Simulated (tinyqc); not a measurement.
Worked calculation: CIS on RHF in the sto-6g basis, frozen core, for H2F+, spin multiplicity 1. Computed by tinyqc, a small Python program that keeps every step (integrals from PySCF). Settings: charge = 1, multiplicity = 1, basis = sto-6g, method = RHF, frozen orbitals = 1, energy threshold = 1e-10, iteration cap = 81, orthogonalisation = symmetric, start = atomic densities, DIIS depth = 6. Command: `OMP_NUM_THREADS=1 python tinyqc.py 27599 27600 out.jsonl` (the two numbers bound the seeds that draw the settings). One thread of a shared host (Intel(R) Xeon(R) Processor @ 2.60GHz), about 0.2 s of CPU time with the checks. The early iterations of the SCF are left out here.

## One-electron integrals

Geometry (angstrom):
```
atom,x,y,z
F,0.000000,0.000000,0.000000
H,0.000000,0.745000,0.506000
H,0.000000,-0.740000,0.502000
```

Basis sto-6g: exponents (1/bohr^2) and contraction coefficients of normalised primitives:
```
element,l (shell),exponent,coefficient
F,s (1),1728.626574,0.009164
F,s (1),316.941790,0.049361
F,s (1),88.668891,0.168538
F,s (1),30.460157,0.370563
F,s (1),11.828570,0.416492
F,s (1),4.871659,0.130334
F,s (2),67.032281,-0.013253
F,s (2),13.267438,-0.046992
F,s (2),4.123510,-0.033785
F,s (2),1.586463,0.250242
F,s (2),0.689002,0.595117
F,s (2),0.315820,0.240706
F,p (3),67.032281,0.003760
F,p (3),13.267438,0.037679
F,p (3),4.123510,0.173897
F,p (3),1.586463,0.418036
F,p (3),0.689002,0.425860
F,p (3),0.315820,0.101708
H,s (1),35.523221,0.009164
H,s (1),6.513144,0.049361
H,s (1),1.822143,0.168538
H,s (1),0.625955,0.370563
H,s (1),0.243077,0.416492
H,s (1),0.100112,0.130334
```

Overlap, kinetic and nuclear-attraction integrals over the contracted functions; the nuclear repulsion is the sum of Za Zb / Rab.

nuclear repulsion = 10.97071806 hartree

overlap S:
```
,1F 1s,1F 2s,1F 2px,1F 2py,1F 2pz,2H 1s,3H 1s
1F 1s,1.000000,0.232479,0.000000,0.000000,0.000000,0.052585,0.053361
1F 2s,0.232479,1.000000,0.000000,0.000000,0.000000,0.462743,0.467078
1F 2px,0.000000,0.000000,1.000000,0.000000,0.000000,0.000000,0.000000
1F 2py,0.000000,0.000000,0.000000,1.000000,0.000000,0.292667,-0.294565
1F 2pz,0.000000,0.000000,0.000000,0.000000,1.000000,0.198778,0.199826
2H 1s,0.052585,0.462743,0.000000,0.292667,0.198778,1.000000,0.262422
3H 1s,0.053361,0.467078,0.000000,-0.294565,0.199826,0.262422,1.000000
```

kinetic energy T (hartree):
```
,1F 1s,1F 2s,1F 2px,1F 2py,1F 2pz,2H 1s,3H 1s
1F 1s,37.397730,-1.143349,0.000000,0.000000,0.000000,-0.000285,-0.000007
1F 2s,-1.143349,1.082297,0.000000,0.000000,0.000000,0.136587,0.140209
1F 2px,0.000000,0.000000,3.251325,0.000000,0.000000,0.000000,0.000000
1F 2py,0.000000,0.000000,0.000000,3.251325,0.000000,0.235082,-0.239632
1F 2pz,0.000000,0.000000,0.000000,0.000000,3.251325,0.159666,0.162561
2H 1s,-0.000285,0.136587,0.000000,0.235082,0.159666,0.768522,0.010519
3H 1s,-0.000007,0.140209,0.000000,-0.239632,0.162561,0.010519,0.768522
```

nuclear attraction V (hartree):
```
,1F 1s,1F 2s,1F 2px,1F 2py,1F 2pz,2H 1s,3H 1s
1F 1s,-79.001826,-8.139890,0.000000,0.000201,-0.018679,-2.112719,-2.144204
1F 2s,-8.139890,-12.643819,0.000000,0.001951,-0.210072,-4.572263,-4.624180
1F 2px,0.000000,0.000000,-12.560715,0.000000,0.000000,0.000000,0.000000
1F 2py,0.000201,0.001951,0.000000,-12.730320,0.000936,-2.544116,2.568202
1F 2pz,-0.018679,-0.210072,0.000000,0.000936,-12.638860,-1.796610,-1.811008
2H 1s,-2.112719,-4.572263,0.000000,-2.544116,-1.796610,-6.641114,-1.948332
3H 1s,-2.144204,-4.624180,0.000000,2.568202,-1.811008,-1.948332,-6.670954
```

core Hamiltonian H = T + V (hartree):
```
,1F 1s,1F 2s,1F 2px,1F 2py,1F 2pz,2H 1s,3H 1s
1F 1s,-41.604097,-9.283239,0.000000,0.000201,-0.018679,-2.113004,-2.144211
1F 2s,-9.283239,-11.561522,0.000000,0.001951,-0.210072,-4.435676,-4.483971
1F 2px,0.000000,0.000000,-9.309390,0.000000,0.000000,0.000000,0.000000
1F 2py,0.000201,0.001951,0.000000,-9.478995,0.000936,-2.309034,2.328571
1F 2pz,-0.018679,-0.210072,0.000000,0.000936,-9.387535,-1.636944,-1.648447
2H 1s,-2.113004,-4.435676,0.000000,-2.309034,-1.636944,-5.872592,-1.937813
3H 1s,-2.144211,-4.483971,0.000000,2.328571,-1.648447,-1.937813,-5.902432
```

## Two-electron integrals

Functions are numbered as in S; the eight-fold symmetry (ij|kl) = (ji|kl) = (kl|ij) leaves the list below.

Two-electron integrals (ij|kl) in chemists' order, unique and non-zero (hartree):
```
i,j,k,l,(ij|kl)
1,1,1,1,5.406240
2,1,1,1,0.768129
2,1,2,1,0.138909
2,2,1,1,1.266271
2,2,2,1,0.283987
2,2,2,2,0.926367
3,1,3,1,0.029452
3,2,3,1,0.044681
3,2,3,2,0.204753
3,3,1,1,1.266273
3,3,2,1,0.283987
3,3,2,2,0.926366
3,3,3,3,0.998085
4,1,4,1,0.029452
4,2,4,1,0.044681
4,2,4,2,0.204753
4,3,4,3,0.053789
4,4,1,1,1.266273
4,4,2,1,0.283987
4,4,2,2,0.926366
4,4,3,3,0.890506
4,4,4,4,0.998085
5,1,5,1,0.029452
5,2,5,1,0.044681
5,2,5,2,0.204753
5,3,5,3,0.053789
5,4,5,4,0.053789
5,5,1,1,1.266273
5,5,2,1,0.283987
5,5,2,2,0.926366
5,5,3,3,0.890506
5,5,4,4,0.890506
5,5,5,5,0.998085
6,1,1,1,0.185596
6,1,2,1,0.032153
6,1,2,2,0.064234
6,1,3,3,0.064121
6,1,4,1,0.001149
6,1,4,2,0.002237
6,1,4,4,0.064352
6,1,5,1,0.000780
6,1,5,2,0.001520
6,1,5,4,0.000157
6,1,5,5,0.064228
6,1,6,1,0.007567
6,2,1,1,0.436413
6,2,2,1,0.099186
6,2,2,2,0.356932
6,2,3,3,0.352059
6,2,4,1,0.005887
6,2,4,2,0.042922
6,2,4,4,0.362062
6,2,5,1,0.003998
6,2,5,2,0.029152
6,2,5,4,0.006794
6,2,5,5,0.356673
6,2,6,1,0.022923
6,2,6,2,0.164721
6,3,3,1,0.011436
6,3,3,2,0.064005
6,3,4,3,0.009109
6,3,5,3,0.006187
6,3,6,3,0.025179
6,4,1,1,0.232423
6,4,2,1,0.053607
6,4,2,2,0.206247
6,4,3,3,0.197232
6,4,4,1,0.014308
6,4,4,2,0.088109
6,4,4,4,0.221491
6,4,5,1,0.001950
6,4,5,2,0.016371
6,4,5,4,0.010290
6,4,5,5,0.200018
6,4,6,1,0.012981
6,4,6,2,0.116809
6,4,6,4,0.107692
6,5,1,1,0.157861
6,5,2,1,0.036409
6,5,2,2,0.140082
6,5,3,3,0.133959
6,5,4,1,0.001950
6,5,4,2,0.016371
6,5,4,4,0.138062
6,5,5,1,0.012761
6,5,5,2,0.075125
6,5,5,4,0.011896
6,5,5,5,0.148225
6,5,6,1,0.008817
6,5,6,2,0.079336
6,5,6,4,0.056042
6,5,6,5,0.063242
6,6,1,1,0.559985
6,6,2,1,0.129639
6,6,2,2,0.533004
6,6,3,3,0.514365
6,6,4,1,0.010556
6,6,4,2,0.104554
6,6,4,4,0.552629
6,6,5,1,0.007170
6,6,5,2,0.071012
6,6,5,4,0.025989
6,6,5,5,0.532016
6,6,6,1,0.030248
6,6,6,2,0.304550
6,6,6,4,0.250843
6,6,6,5,0.170371
6,6,6,6,0.774999
7,1,1,1,0.188355
7,1,2,1,0.032630
7,1,2,2,0.065183
7,1,3,3,0.065069
7,1,4,1,-0.001166
7,1,4,2,-0.002270
7,1,4,4,0.065304
7,1,5,1,0.000791
7,1,5,2,0.001540
7,1,5,4,-0.000159
7,1,5,5,0.065177
7,1,6,1,0.007581
7,1,6,2,0.022588
7,1,6,4,0.011613
7,1,6,5,0.008680
7,1,6,6,0.029417
7,1,7,1,0.007793
7,2,1,1,0.441394
7,2,2,1,0.100311
7,2,2,2,0.360785
7,2,3,3,0.355871
7,2,4,1,-0.005952
7,2,4,2,-0.043323
7,2,4,4,0.365967
7,2,5,1,0.004038
7,2,5,2,0.029389
7,2,5,4,-0.006849
7,2,5,5,0.360517
7,2,6,1,0.022512
7,2,6,2,0.138953
7,2,6,4,0.067014
7,2,6,5,0.064874
7,2,6,6,0.213791
7,2,7,1,0.023524
7,2,7,2,0.168049
7,3,3,1,0.011586
7,3,3,2,0.064773
7,3,4,3,-0.009202
7,3,5,3,0.006242
7,3,6,3,0.020712
7,3,7,3,0.025737
7,4,1,1,-0.234522
7,4,2,1,-0.054088
7,4,2,2,-0.207984
7,4,3,3,-0.198882
7,4,4,1,0.014487
7,4,4,2,0.089078
7,4,4,4,-0.223383
7,4,5,1,-0.001968
7,4,5,2,-0.016488
7,4,5,4,0.010379
7,4,5,5,-0.201688
7,4,6,1,-0.011544
7,4,6,2,-0.066779
7,4,6,4,-0.011563
7,4,6,5,-0.030447
7,4,6,6,-0.089292
7,4,7,1,-0.013294
7,4,7,2,-0.118887
7,4,7,4,0.109534
7,5,1,1,0.159095
7,5,2,1,0.036692
7,5,2,2,0.141092
7,5,3,3,0.134917
7,5,4,1,-0.001968
7,5,4,2,-0.016488
7,5,4,4,0.139054
7,5,5,1,0.012921
7,5,5,2,0.075958
7,5,5,4,-0.012008
7,5,5,5,0.149305
7,5,6,1,0.008622
7,5,6,2,0.064714
7,5,6,4,0.030466
7,5,6,5,0.050594
7,5,6,6,0.110716
7,5,7,1,0.009018
7,5,7,2,0.080651
7,5,7,4,-0.056846
7,5,7,5,0.064300
7,6,1,1,0.177686
7,6,2,1,0.040798
7,6,2,2,0.159237
7,6,3,3,0.156396
7,6,4,1,0.000006
7,6,4,2,0.000063
7,6,4,4,0.159386
7,6,5,1,0.002664
7,6,5,2,0.023105
7,6,5,4,0.000015
7,6,5,5,0.161930
7,6,6,1,0.009332
7,6,6,2,0.073189
7,6,6,4,0.044872
7,6,6,5,0.040142
7,6,6,6,0.141166
7,6,7,1,0.009469
7,6,7,2,0.073839
7,6,7,4,-0.045088
7,6,7,5,0.040382
7,6,7,6,0.039184
7,7,1,1,0.563278
7,7,2,1,0.130388
7,7,2,2,0.535586
7,7,3,3,0.516845
7,7,4,1,-0.010652
7,7,4,2,-0.105187
7,7,4,4,0.555349
7,7,5,1,0.007226
7,7,5,2,0.071357
7,7,5,4,-0.026120
7,7,5,5,0.534564
7,7,6,1,0.029155
7,7,6,2,0.212494
7,7,6,4,0.089069
7,7,6,5,0.110314
7,7,6,6,0.348940
7,7,7,1,0.030874
7,7,7,2,0.308266
7,7,7,4,-0.253316
7,7,7,5,0.171844
7,7,7,6,0.141166
7,7,7,7,0.774999
```

## Orthogonalisation

S = U s U^T; symmetric (Loewdin) form X = U s^(-1/2) U^T, so that X^T S X = 1.

eigenvalues of S: 0.380553  0.433418  0.902004  1.000000  1.078493  1.304256  1.901277

X:
```
,1F 1s,1F 2s,1F 2px,1F 2py,1F 2pz,2H 1s,3H 1s
1F 1s,1.022975,-0.137884,0.000000,0.000095,-0.007346,0.018782,0.018960
1F 2s,-0.137884,1.223206,0.000000,-0.001584,0.084998,-0.271303,-0.276154
1F 2px,0.000000,0.000000,1.000000,0.000000,0.000000,0.000000,0.000000
1F 2py,0.000095,-0.001584,0.000000,1.100439,-0.000531,-0.215894,0.218005
1F 2pz,-0.007346,0.084998,0.000000,-0.000531,1.035751,-0.114777,-0.116238
2H 1s,0.018782,-0.271303,0.000000,-0.215894,-0.114777,1.185190,-0.107182
3H 1s,0.018960,-0.276154,0.000000,0.218005,-0.116238,-0.107182,1.189138
```

## Iteration 8 (converged): orbitals

converged F (hartree):
```
,1F 1s,1F 2s,1F 2px,1F 2py,1F 2pz,2H 1s,3H 1s
1F 1s,-26.997752,-6.540565,0.000000,0.000201,-0.025990,-1.488701,-1.510575
1F 2s,-6.540565,-3.574749,0.000000,0.001930,-0.156682,-1.435262,-1.450510
1F 2px,0.000000,0.000000,-1.093347,0.000000,0.000000,0.000000,0.000000
1F 2py,0.000201,0.001930,0.000000,-1.101292,0.001274,-0.586938,0.590809
1F 2pz,-0.025990,-0.156682,0.000000,0.001274,-1.099731,-0.468628,-0.470921
2H 1s,-1.488701,-1.435262,0.000000,-0.586938,-0.468628,-1.019403,-0.547109
3H 1s,-1.510575,-1.450510,0.000000,0.590809,-0.470921,-0.547109,-1.030290
```

Diagonalise F' = X^T F X, C = X C', fill 5 alpha and 5 beta electrons from the bottom; D = 2 C_occ C_occ^T. Each column has its largest component positive (the first on a tie).

F' = X^T F X (hartree):
```
,1,2,3,4,5,6,7
1,-26.577003,-3.210956,0.000000,0.000053,-0.035336,-0.259541,-0.265780
2,-3.210956,-2.181306,0.000000,-0.000907,0.040964,-0.582182,-0.590231
3,0.000000,0.000000,-1.093347,0.000000,0.000000,0.000000,0.000000
4,0.000053,-0.000907,0.000000,-0.816243,0.000168,-0.495574,0.498681
5,-0.035336,0.040964,0.000000,0.000168,-0.991638,-0.305812,-0.308022
6,-0.259541,-0.582182,0.000000,-0.495574,-0.305812,-0.363862,-0.120643
7,-0.265780,-0.590231,0.000000,0.498681,-0.308022,-0.120643,-0.362515
```

orbital energies (hartree): MO1 -27.001114, MO2 -2.147542, MO3 -1.288701, MO4 -1.136505, MO5 -1.093347, MO6 0.051291, MO7 0.230004

coefficients C:
```
,MO1,MO2,MO3,MO4,MO5,MO6,MO7
1F 1s,0.996977,-0.235209,-0.000930,0.068728,0.000000,-0.110619,0.002728
1F 2s,0.014097,0.929454,0.005238,-0.370518,0.000000,0.818798,-0.022641
1F 2px,0.000000,0.000000,0.000000,0.000000,1.000000,0.000000,0.000000
1F 2py,-0.000030,-0.001769,0.742215,0.003514,0.000000,0.016303,0.868298
1F 2pz,0.002235,0.139659,-0.003719,0.883375,0.000000,0.553814,-0.012619
2H 1s,-0.003002,0.080940,0.329856,0.184115,0.000000,-0.810971,-0.861956
3H 1s,-0.003056,0.082307,-0.330994,0.180744,0.000000,-0.778384,0.899058
```

D after iteration 8:
```
,1F 1s,1F 2s,1F 2px,1F 2py,1F 2pz,2H 1s,3H 1s
1F 1s,2.108022,-0.460063,0.000000,-0.000125,0.060189,-0.019368,-0.019352
1F 2s,-0.460063,2.002789,0.000000,0.001881,-0.394976,0.017395,0.015510
1F 2px,0.000000,0.000000,2.000000,0.000000,0.000000,0.000000,0.000000
1F 2py,-0.000125,0.001881,0.000000,1.101797,0.000194,0.490655,-0.490358
1F 2pz,0.060189,-0.394976,0.000000,0.000194,1.599750,0.345426,0.344767
2H 1s,-0.019368,0.017395,0.000000,0.490655,0.345426,0.298526,-0.138463
3H 1s,-0.019352,0.015510,0.000000,-0.490358,0.344767,-0.138463,0.298018
```

## Convergence

Stop when the energy changes by less than 1e-10 hartree and every element of the error matrix X^T (F D S - S D F) X is below 3e-06.

Course of the cycle:
```
iteration,E (hartree),change,largest element of the error matrix
1,-95.18234875,-,1.43e+00
2,-99.70144953,-4.52e+00,2.73e-01
3,-99.77276795,-7.13e-02,1.93e-02
4,-99.77335560,-5.88e-04,5.33e-03
5,-99.77337734,-2.17e-05,6.05e-05
6,-99.77337735,-5.18e-09,1.49e-05
7,-99.77337735,-4.53e-10,4.45e-07
8,-99.77337735,-2.27e-13,9.25e-08
```

PySCF RHF in the same basis = -99.77337735 hartree

Converged in 8 iterations.

## Integrals over molecular orbitals

(pq|rs) = sum C_ip C_jq C_kr C_ls (ij|kl), one index at a time.

one-electron integrals over orbitals h = C^T H C (hartree):
```
,1,2,3,4,5,6,7
1,-41.589944,0.696772,0.002793,-0.197741,0.000000,0.333914,-0.008360
2,0.696772,-9.836185,-0.002217,0.298665,0.000000,-1.528869,0.039863
3,0.002793,-0.002217,-8.359237,0.006518,0.000000,-0.044782,-2.110323
4,-0.197741,0.298665,0.006518,-8.982133,0.000000,-1.176479,0.011925
5,0.000000,0.000000,0.000000,0.000000,-9.309390,0.000000,0.000000
6,0.333914,-1.528869,-0.044782,-1.176479,0.000000,-5.781866,-0.004210
7,-0.008360,0.039863,-2.110323,0.011925,0.000000,-0.004210,-6.181553
```

Two-electron integrals over orbitals (pq|rs), unique and non-zero (hartree); the lowest 1 orbital is frozen and left out:
```
p,q,r,s,(pq|rs)
2,2,2,2,0.869121
3,2,2,2,-0.000802
3,2,3,2,0.164346
3,3,2,2,0.777431
3,3,3,2,0.000666
3,3,3,3,0.765143
4,2,2,2,0.019954
4,2,3,2,0.000008
4,2,3,3,-0.003532
4,2,4,2,0.156018
4,3,2,2,-0.000432
4,3,3,2,0.001661
4,3,3,3,-0.000538
4,3,4,2,0.000717
4,3,4,3,0.048158
4,4,2,2,0.823377
4,4,3,2,0.000616
4,4,3,3,0.736711
4,4,4,2,-0.094577
4,4,4,3,-0.000970
4,4,4,4,0.933816
5,2,5,2,0.179581
5,3,5,2,0.000521
5,3,5,3,0.039652
5,4,5,2,-0.037936
5,4,5,3,-0.000205
5,4,5,4,0.058196
5,5,2,2,0.881077
5,5,3,2,0.000427
5,5,3,3,0.763318
5,5,4,2,-0.046695
5,5,4,3,-0.000791
5,5,4,4,0.852543
5,5,5,5,0.998085
6,2,2,2,0.159863
6,2,3,2,0.001351
6,2,3,3,0.100897
6,2,4,2,0.034852
6,2,4,3,-0.000543
6,2,4,4,0.118893
6,2,5,5,0.165516
6,2,6,2,0.086455
6,3,2,2,0.004292
6,3,3,2,-0.026202
6,3,3,3,0.003541
6,3,4,2,-0.001185
6,3,4,3,-0.014677
6,3,4,4,0.004002
6,3,5,5,0.004737
6,3,6,2,0.002082
6,3,6,3,0.063804
6,4,2,2,0.117931
6,4,3,2,-0.001221
6,4,3,3,0.071916
6,4,4,2,-0.002432
6,4,4,3,-0.000123
6,4,4,4,0.128755
6,4,5,5,0.120726
6,4,6,2,0.059987
6,4,6,3,0.002507
6,4,6,4,0.058432
6,5,5,2,0.058339
6,5,5,3,0.000673
6,5,5,4,0.002895
6,5,6,5,0.029887
6,6,2,2,0.604149
6,6,3,2,0.003899
6,6,3,3,0.578455
6,6,4,2,0.071571
6,6,4,3,0.001838
6,6,4,4,0.552682
6,6,5,5,0.572081
6,6,6,2,0.063331
6,6,6,3,-0.002629
6,6,6,4,0.030261
6,6,6,6,0.561118
7,2,2,2,-0.004244
7,2,3,2,0.056047
7,2,3,3,-0.002073
7,2,4,2,-0.000158
7,2,4,3,-0.026840
7,2,4,4,-0.003475
7,2,5,5,-0.004277
7,2,6,2,-0.001051
7,2,6,3,0.030602
7,2,6,4,-0.001570
7,2,6,6,-0.001900
7,2,7,2,0.053695
7,3,2,2,0.189316
7,3,3,2,0.001399
7,3,3,3,0.158597
7,3,4,2,-0.060663
7,3,4,3,-0.000286
7,3,4,4,0.202844
7,3,5,5,0.219649
7,3,6,2,0.077568
7,3,6,3,0.001815
7,3,6,4,0.070189
7,3,6,6,0.023326
7,3,7,2,-0.002596
7,3,7,3,0.155851
7,4,2,2,-0.000989
7,4,3,2,-0.061468
7,4,3,3,-0.000978
7,4,4,2,-0.000659
7,4,4,3,0.014540
7,4,4,4,-0.001252
7,4,5,5,-0.001171
7,4,6,2,-0.001224
7,4,6,3,0.035604
7,4,6,4,0.000356
7,4,6,6,-0.002911
7,4,7,2,-0.012073
7,4,7,3,-0.001579
7,4,7,4,0.049119
7,5,5,2,-0.001446
7,5,5,3,0.025187
7,5,5,4,0.000117
7,5,6,5,-0.000287
7,5,7,5,0.019926
7,6,2,2,-0.000519
7,6,3,2,0.102744
7,6,3,3,0.000934
7,6,4,2,-0.000923
7,6,4,3,0.037800
7,6,4,4,0.001071
7,6,5,5,0.000305
7,6,6,2,-0.000368
7,6,6,3,-0.075984
7,6,6,4,-0.001880
7,6,6,6,0.006301
7,6,7,2,-0.009751
7,6,7,3,0.002438
7,6,7,4,-0.057178
7,6,7,6,0.154203
7,7,2,2,0.638468
7,7,3,2,-0.004572
7,7,3,3,0.641455
7,7,4,2,0.009191
7,7,4,3,-0.001475
7,7,4,4,0.615790
7,7,5,5,0.622887
7,7,6,2,0.054384
7,7,6,3,0.004666
7,7,6,4,0.027789
7,7,6,6,0.556201
7,7,7,2,-0.001153
7,7,7,3,0.072566
7,7,7,4,0.002254
7,7,7,6,-0.005592
7,7,7,7,0.601685
```

## CIS matrix, singlets

A(ia,jb) = (e_a - e_i) d_ij d_ab + 2 (ia|jb) - (ij|ab).

CIS matrix A, singlet (hartree):
```
,2>6,2>7,3>6,3>7,4>6,4>7,5>6,5>7
2>6,1.767592,-0.001582,0.000264,0.052392,0.048403,-0.001524,0.000000,0.000000
2>7,-0.001582,1.846468,-0.041540,-0.000619,-0.002217,-0.033337,0.000000,0.000000
3>6,0.000264,-0.041540,0.889145,0.002696,0.003176,0.033409,0.000000,0.000000
3>7,0.052392,-0.000619,0.002696,1.188953,0.102577,-0.001683,0.000000,0.000000
4>6,0.048403,-0.002217,0.003176,0.102577,0.751977,-0.000360,0.000000,0.000000
4>7,-0.001524,-0.033337,0.033409,-0.001683,-0.000360,0.848957,0.000000,0.000000
5>6,0.000000,0.000000,0.000000,0.000000,0.000000,0.000000,0.632329,-0.000880
5>7,0.000000,0.000000,0.000000,0.000000,0.000000,0.000000,-0.000880,0.740316
```

## CIS singlet states

dipole integrals <i|r|a> (bohr):
```
,x,y,z
2>6,0.000000,-0.000829,-0.083736
2>7,0.000000,-0.132483,0.002956
3>6,0.000000,-0.743819,-0.010354
3>7,0.000000,0.016210,-0.491632
4>6,0.000000,-0.015162,-0.333176
4>7,0.000000,-0.499941,0.003865
5>6,0.015387,0.000000,0.000000
5>7,-0.000102,0.000000,0.000000
```

Diagonalise A (1 hartree = 27.211386 eV); each vector has its largest component positive (the first on a tie). The transition dipole is mu = sqrt2 sum c_ia <i|r|a>.

singlet excitation energies (eV): 17.206366  19.804678  20.145211  22.584825  24.629455  32.793528  48.314633  50.328047

lowest vectors:
```
,state 1,state 2,state 3,state 4,state 5,state 6
2>6,0.000000,-0.034696,0.000000,0.001493,0.000672,-0.108485
2>7,0.000000,0.001296,0.000000,0.008729,0.055712,0.001831
3>6,0.000000,-0.016160,0.000000,-0.486922,0.872112,0.009675
3>7,0.000000,-0.213108,0.000000,0.010302,-0.009108,0.971935
4>6,0.000000,0.976268,0.000000,-0.009632,0.010249,0.208480
4>7,0.000000,0.004318,0.000000,0.873287,0.485930,-0.003604
5>6,0.999967,0.000000,-0.008144,0.000000,0.000000,0.000000
5>7,0.008144,0.000000,0.999967,0.000000,0.000000,0.000000
```

oscillator strengths 2/3 w |mu|^2: 0.000200  0.045937  0.000000  0.006313  0.976080  0.465727

## CIS matrix, triplets

A(ia,jb) = (e_a - e_i) d_ij d_ab - (ij|ab).

CIS matrix A, triplet (hartree):
```
,2>6,2>7,3>6,3>7,4>6,4>7,5>6,5>7
2>6,1.594683,0.000519,-0.003899,-0.102744,-0.071571,0.000923,0.000000,0.000000
2>7,0.000519,1.739078,-0.102744,0.004572,0.000923,-0.009191,0.000000,0.000000
3>6,-0.003899,-0.102744,0.761537,-0.000934,-0.001838,-0.037800,0.000000,0.000000
3>7,-0.102744,0.004572,-0.000934,0.877250,-0.037800,0.001475,0.000000,0.000000
4>6,-0.071571,0.000923,-0.001838,-0.037800,0.635113,-0.001071,0.000000,0.000000
4>7,0.000923,-0.009191,-0.037800,0.001475,-0.001071,0.750719,0.000000,0.000000
5>6,0.000000,0.000000,0.000000,0.000000,0.000000,0.000000,0.572556,-0.000305
5>7,0.000000,0.000000,0.000000,0.000000,0.000000,0.000000,-0.000305,0.700463
```

## CIS triplet states

Diagonalise A (1 hartree = 27.211386 eV); each vector has its largest component positive (the first on a tie).

triplet excitation energies (eV): 15.580023  16.909116  19.060600  19.381594  21.477451  23.730745  43.906582  47.614842

lowest vectors:
```
,state 1,state 2,state 3,state 4,state 5,state 6
2>6,0.000000,0.091189,0.000000,-0.000456,-0.005565,0.119451
2>7,0.000000,0.000324,0.000000,0.076619,-0.069298,-0.005980
3>6,0.000000,0.019846,0.000000,0.701792,-0.704505,-0.009839
3>7,0.000000,0.181250,0.000000,-0.009473,-0.017895,0.973971
4>6,0.000000,0.978935,0.000000,-0.020567,0.010048,-0.191462
4>7,0.000000,0.011216,0.000000,0.707888,0.705988,0.017949
5>6,0.999997,0.000000,-0.002385,0.000000,0.000000,0.000000
5>7,0.002385,0.000000,0.999997,0.000000,0.000000,0.000000
```
